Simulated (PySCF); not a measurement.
# One shape, several levels: BHF2 (SMILES FBF)

We compute a comparison of 6 runs (B2PLYP/STO-3G, M06-2X/STO-3G, PBE0/STO-3G, UMP2/STO-3G, CCSDTQ/STO-3G, UCCSD(T)/STO-3G) of BHF2. Input form: a Python script.

The calculation is run with PySCF 2.14.0.

7 further runs of the same task are left out: 4 that didn't finish, 3 set aside as unsound or not needed.

### Step 1. Starting point

BHF2: 4 atoms, total charge 0, spin state singlet. SMILES: `FBF`. One bond was lengthened or shortened from a relaxed shape.

Bond lengths: F1–B2 1.313 Å, B2–F3 1.576 Å, B2–H4 1.191 Å. Angles: F1–B2–F3 118.1°, F1–B2–H4 121.0°, F3–B2–H4 121.0°.

### Step 2. The energy at B2PLYP/STO-3G (run 1)

The input, run.py:

```python
from pyscf import gto, dft, mp

mol = gto.M(
    atom='F 1.373004 0.344958 -0.269078; B 0.216804 -0.142942 0.118022; F -1.095400 0.528700 -0.438900; H 0.161704 -1.066542 0.868422',
    max_memory=1860,
    spin=0,
    charge=0,
    basis='sto-3g',
    verbose=3,
)

calc0 = dft.RKS(mol)
calc0.xc = '0.53*HF + 0.47*B88, 0.73*LYP'
calc0.grids.level = 5
calc0.conv_tol = 1e-10
calc0.kernel()
if not calc0.converged:
    calc0 = calc0.newton().run(calc0.mo_coeff, calc0.mo_occ)

pt = mp.MP2(calc0, frozen=3).run()
e_final = calc0.e_tot + 0.27 * pt.e_corr
print('PT2 part  %.8f' % (0.27 * pt.e_corr))
print('E = %.10f Eh' % e_final)
```

On the command line:

```bash
$ OMP_NUM_THREADS=1 python run.py
```

The program printed:

```text
converged SCF energy = -221.693269563157
E(RMP2) = -221.826057077802  E_corr = -0.132787514645411
E(SCS-RMP2) = -221.828057347496  E_corr = -0.134787784339652
PT2 part  -0.03585263
E = -221.7291221921 Eh
```

Run time: 2.2 s. Hardware: 1 thread of Intel Xeon Platinum 8375C at 2.90GHz (Ice Lake), shared host; peak memory 0.18 GiB.

### Step 3. A single-point energy at M06-2X/STO-3G (run 2)

The input, job.py:

```python
from pyscf import gto, dft

mol = gto.Mole()
mol.atom = 'F 1.373004 0.344958 -0.269078; B 0.216804 -0.142942 0.118022; F -1.095400 0.528700 -0.438900; H 0.161704 -1.066542 0.868422'
mol.verbose = 3
mol.charge = 0
mol.basis = 'sto-3g'
mol.max_memory = 1860
mol.build()

mf = dft.RKS(mol)
mf.xc = 'm06-2x'
mf.conv_tol = 1e-10
mf.grids.level = 5
mf.kernel()
if not mf.converged:
    mf = mf.newton().run(mf.mo_coeff, mf.mo_occ)

energy = mf.e_tot
print('E(%s) = %.9f' % ('M06-2X', energy))
```

On the command line:

```bash
$ OMP_NUM_THREADS=1 python job.py
```

The program printed:

```text
converged SCF energy = -221.99598360951
E(M06-2X) = -221.995983610
```

Wall time 3.3 s (1 thread of Intel Xeon Platinum 8375C at 2.90GHz (Ice Lake), shared host); peak memory 0.19 GiB.

Runs 3 to 5 aren't shown in full; the table further down has their settings and results.

### Step 4. The energy at UCCSD(T)/STO-3G (run 6)

The input, start.xyz:

```xyz
4
BF2H
F      1.373004     0.344958    -0.269078
B      0.216804    -0.142942     0.118022
F     -1.095400     0.528700    -0.438900
H      0.161704    -1.066542     0.868422
```

The input, job.py:

```python
from pyscf import gto, cc

mol = gto.M(
    atom='start.xyz',
    basis='sto-3g',
    verbose=3,
    max_memory=1860,
    spin=0,
)

mf = mol.UHF()
mf.conv_tol = 1e-10
mf.kernel()
if not mf.converged:
    mf = mf.newton().run(mf.mo_coeff, mf.mo_occ)
for _ in range(3):
    mo, _, stable, _ = mf.stability(return_status=True)
    if stable:
        break
    mf.kernel(mf.make_rdm1(mo, mf.mo_occ))

mycc = cc.CCSD(mf, frozen=3)
mycc.kernel()
e_t = mycc.ccsd_t()
e_tot = mycc.e_tot + e_t
print('Final energy', e_tot)
```

On the command line:

```bash
$ OMP_NUM_THREADS=1 python job.py
```

The program printed:

```text
converged SCF energy = -221.082241923633  <S^2> = 8.8107299e-13  2S+1 = 1
<class 'pyscf.scf.uhf.UHF'> wavefunction is stable in the internal stability analysis
E(UCCSD) = -221.1875914355432  E_corr = -0.1053495119099697
UCCSD(T) correction = -0.00786885620993322
Final energy -221.19546029175316
```

Run time: 0.76 s. Hardware: 1 thread of Intel Xeon Platinum 8375C at 2.90GHz (Ice Lake), shared host; peak memory 0.12 GiB.

### Step 5. The series

```csv
run,level,frozen core orbitals,integration grid,energy (Eh),dipole moment (D) of the reference,HOMO energy (eV),LUMO energy (eV),wall time
1,B2PLYP/STO-3G,3,5,-221.729122,0.80,-7.73,4.46,2.2 s
2,M06-2X/STO-3G,–,5,-221.995984,0.75,-7.66,3.91,3.3 s
3,PBE0/STO-3G,–,5,-221.797211,0.68,-5.52,2.85,2.4 s
4,UMP2/STO-3G,3,–,-221.168402,0.99,-11.16,7.36,0.66 s
5,CCSDTQ/STO-3G,3,–,-221.196884,0.99,-11.16,7.36,22 s
6,UCCSD(T)/STO-3G,3,–,-221.195460,0.99,-11.16,7.36,0.76 s
```

### Step 6. Results

| quantity | value |
| --- | --- |
| run 6: total energy | -221.19546 Eh |
| run 6: dipole moment (Hartree–Fock density) | 0.99 D |
| run 6: HOMO energy (Hartree–Fock orbitals) | -11.16 eV |
| run 6: LUMO energy (Hartree–Fock orbitals) | 7.36 eV |
| run 6: HOMO–LUMO gap (Hartree–Fock orbitals) | 18.51 eV |
| run 6: correlation energy (3 core orbitals frozen) | -113.2 mEh |
| run 6: (T) correction | -7.87 mEh |
| run 6: T1 diagnostic | 0.021 |

What this shows: Over runs 1, 2, 3 the dipole moment (its size) runs from 0.68 D (PBE0/STO-3G) to 0.80 D (B2PLYP/STO-3G). A double hybrid's value is that of its SCF part. Over runs 1, 2, 3 the HOMO–LUMO gap runs from 8.37 eV (PBE0/STO-3G) to 12.18 eV (B2PLYP/STO-3G). Totals of different functionals can't be ranked against each other. In runs 1, 2, 3, 4, 5, 6 the basis is minimal, so the values are rough. All runs together took 31 s, the longest 22 s.
